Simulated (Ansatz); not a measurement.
## C3H6O2, SMILES CC(=O)CO: a comparison of dispersion corrections, step by step

Program: Ansatz's Python interface.

Notebook, run cell by cell (the value of a cell's last expression is shown):

**Cell 1**
```python
import ansatz as az
```

**Cell 2**
```python
geometry_ang = [
    ("C", [-1.0166, -0.1922, 1.116]),
    ("C", [0.2618, -0.168, 0.4035]),
    ("O", [1.2685, -0.5125, 0.9606]),
    ("C", [0.3516, 0.2631, -1.0631]),
    ("O", [1.5976, 0.292, -1.6018]),
    ("H", [-1.749, -0.824, 0.6061]),
    ("H", [-1.4478, 0.8678, 1.0903]),
    ("H", [-0.8997, -0.4417, 2.138]),
    ("H", [-0.1615, 1.264, -1.1128]),
    ("H", [-0.2998, -0.4692, -1.6161]),
    ("H", [2.1601, -0.1363, -0.9]),
]
mol = az.Crystal.molecule()
for symbol, xyz in geometry_ang:
    mol = mol.atom(symbol, xyz)
```

**Cell 3**
```python
calc = mol.calculation().basis(gaussian="def2-SVP")
for name in ["blyp", "pbe0"]:
    for correction in ("d3bj", "d4"):
        data = calc.functional(name, dispersion=correction).run(threads=1).report
        print(f"{name:8s} {correction:5s} total {data['free_energy_ev']:.5f} eV, of which dispersion {1000 * data['dispersion']['energy']['ev']:.2f} meV")
```
Output:
```text
blyp     d3bj  total -7294.91238 eV, of which dispersion -400.30 meV
blyp     d4    total -7294.91561 eV, of which dispersion -403.53 meV
pbe0     d3bj  total -7289.03977 eV, of which dispersion -161.72 meV
pbe0     d4    total -7289.02565 eV, of which dispersion -147.60 meV
```

Notes:
- Total energies depend on the basis set; only differences at equal settings carry meaning.
- The geometry is a force-field or estimated start, not a minimum of this method, and the basis set is short of its limit. D4 holds the three-body term, and d3bj doesn't.
- Timing: 11 s on 1 thread of Arm Neoverse V1, on a shared host, peak memory 0.23 GiB.
